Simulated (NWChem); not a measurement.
CH6Si; SMILES C[SiH3]

Results from NWChem. Pople sets run with spherical d functions. Level PBE/6-31G*: optimisations from one semi-empirical or force-field start; each run changes one setting, and all end within 0.3 mHa of each other.

| setting | optimisation steps |
|---|---|
| redundant internal coordinates, default thresholds | 3 |
| loose thresholds | 2 |
| Cartesian coordinates | 5 |
| trust radius 0.05 | 5 |
| symmetry off | 3 |
